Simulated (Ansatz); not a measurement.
System: cuprite Ag₂O. Method: PBEsol (Ansatz, a first-principles code, PAW).

Numerical settings: plane-wave cutoff 520 eV, 12×12×12 k mesh, Fermi–Dirac smearing 0.05 eV, no spin polarisation, scalar-relativistic PAW data made under PBE.

Computed at the level's own relaxed cell.

Elastic tensor (GPa, Voigt notation, ions relaxed):

```
   89.1    86.8    86.8     0.0     0.0     0.0
   86.8    89.1    86.8     0.0     0.0     0.0
   86.8    86.8    89.1     0.0     0.0     0.0
    0.0     0.0     0.0    -2.2     0.0     0.0
    0.0     0.0     0.0     0.0    -2.2     0.0
    0.0     0.0     0.0     0.0     0.0    -2.2
```

Problem. Is the crystal stable against homogeneous strain at this level?

Solution. No. For a cubic crystal C11 − C12 = 2.3, C11 + 2C12 = 262.7 and C44 = -2.2 GPa must all be positive. The smallest eigenvalue of the tensor is -2.2 GPa.

Note: the solid has no gap at this level, which affects its response.
